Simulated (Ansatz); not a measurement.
Body-centred tetragonal In, treated with PBEsol (Ansatz, a first-principles code, plane waves, PAW).

Settings: plane-wave cutoff 520 eV, 24×24×24 k mesh, Fermi–Dirac smearing 0.05 eV, scalar-relativistic PAW data made under PBE.

A third-order Birch–Murnaghan fit to the energies gives V0 = 25.549 Å³/atom, B0 = 44.9 GPa, B′ = 5.1.

```
V (Å³/atom)  P (GPa)
-----------  -------
24.527           ___
25.038           ___
25.549         0.001
26.060           ___
26.571           ___
```

Estimate the withheld pressures from this fit; the answers are the runs' own values.


- 24.527, P (GPa): 2.036
- 25.038, P (GPa): 0.957
- 26.060, P (GPa): -0.844
- 26.571, P (GPa): -1.591

The formula P = (3/2) B0 (x^(7/3) − x^(5/3)) [1 + (3/4)(B′ − 4)(x^(2/3) − 1)] with x = V0/V meets the computed pressures within 0.01 GPa when these rounded values are put in.

Shape and atoms are relaxed at each volume.

Measured, for comparison: bulk modulus 44.7 GPa (copied from a table, unchecked, extrapolated to 0 K and zero-point effects removed; as tabulated in Lejaeghere et al. (2013), arXiv:1204.2733). Computed (rounded) less measured: bulk modulus not scored (unchecked).

Note: the bulk modulus comes from volumes at which shape and atoms were relaxed.

Spin–orbit coupling is not included.

Static lattice: no zero-point or thermal effects.
